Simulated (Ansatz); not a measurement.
# HSi–GeH3, singlet: the ladder up to RCCSDT(Q)

Geometry: a point of a stretch scan, not a stationary point.

```yaml
atoms:
  - { symbol: Si, position_ang: [0.0019, -0.0948, 1.7702] }
  - { symbol: Ge, position_ang: [0.0024, 0.0115, -0.6571] }
  - { symbol: H, position_ang: [0.0046, 1.4309, 1.8052] }
  - { symbol: H, position_ang: [-0.0290, -1.3627, -1.3529] }
  - { symbol: H, position_ang: [1.2724, 0.7461, -1.1416] }
  - { symbol: H, position_ang: [-1.4734, 0.9955, -1.2803] }
```

Basis cc-pVDZ; Ansatz 0.2.0. Correlated methods freeze the noble-gas cores and the filled d shells of p-block atoms, which leaves 12 electrons in 46 orbitals. Prefix R: restricted or restricted open-shell reference; prefix U: unrestricted. Active spaces: frontier = (8e, 8o) about the gap; pair = (2e, 2o) about the gap. No spin–orbit coupling is included, and no scalar relativity.

Full CI isn't at hand for all of this; RCCSDT(Q) serves as the reference, and is uncertain by about the last step of the cluster series. The frozen core follows each run's orbitals, which can shift R against U totals by a few meV for light atoms and by up to 0.1 eV past Ca.

The UHF ⟨S²⟩ is 0.444, the T1 diagnostic (RCCSD) is 0.0159 and the largest doubles amplitude (RCCSD) is 0.083.

```
   level  E − E(RHF) (eV)
    RMP2          -5.0004
   RCCSD          -6.3386
RCCSD(T)          -6.5124
```

(1) Estimate how far RCCSDT(Q) in cc-pVDZ lies from RCCSD(T). The table doesn't fix it; the size of (T) and the diagnostics are the guide.

(1) RCCSDT(Q) in cc-pVDZ lies 1.69 mEh below RCCSD(T), which is 26 % of the (T) step (-6.38 mEh). RHF is unstable towards spin polarisation, and the rest is a large part of (T). The miss exceeds 1 kcal/mol.

The other levels:

```json
{"level": "CISD", "E − E(RCCSDT(Q)) (mEh)": "31.83", "share of correlation (%)": "86.79", "wall time": "2.4 s"}
{"level": "BCCD(T)", "E − E(RCCSDT(Q)) (mEh)": "1.65", "share of correlation (%)": "99.32", "wall time": "1.9 s"}
{"level": "RCCSDT", "E − E(RCCSDT(Q)) (mEh)": "0.34", "share of correlation (%)": "99.86", "wall time": "–"}
{"level": "CASSCF (pair space)", "E − E(RCCSDT(Q)) (mEh)": "220.31", "share of correlation (%)": "8.59", "wall time": "–"}
{"level": "NEVPT2 (pair space)", "E − E(RCCSDT(Q)) (mEh)": "53.95", "share of correlation (%)": "77.62", "wall time": "4.7 s"}
{"level": "MRCISD (pair space)", "E − E(RCCSDT(Q)) (mEh)": "26.48", "share of correlation (%)": "89.01", "wall time": "–"}
{"level": "MRCISD+Q (pair space)", "E − E(RCCSDT(Q)) (mEh)": "2.05", "share of correlation (%)": "99.15", "wall time": "5.5 s"}
{"level": "CASSCF (frontier space)", "E − E(RCCSDT(Q)) (mEh)": "171.99", "share of correlation (%)": "28.64", "wall time": "–"}
{"level": "NEVPT2 (frontier space)", "E − E(RCCSDT(Q)) (mEh)": "50.43", "share of correlation (%)": "79.07", "wall time": "15 s"}
{"level": "MRCISD (frontier space)", "E − E(RCCSDT(Q)) (mEh)": "16.77", "share of correlation (%)": "93.04", "wall time": "–"}
{"level": "MRCISD+Q (frontier space)", "E − E(RCCSDT(Q)) (mEh)": "1.87", "share of correlation (%)": "99.22", "wall time": "18 s"}
```

The correlation energy at RCCSDT(Q), counted from RHF, is -6.558 eV. That run took 35 s on 1 thread of Arm Neoverse V1, shared host.

Run but not shown, since their state or frozen core can't be matched to the reference's or they repeat it: UHF, UMP2, UCCSD, UCCSD(T), UCCSDT, UCCSDT(Q).

Times hold each run's SCF and search for its determinant on a shared host, so for small cases they say little of a method's own cost; they ran on 1 thread of Arm Neoverse V1.
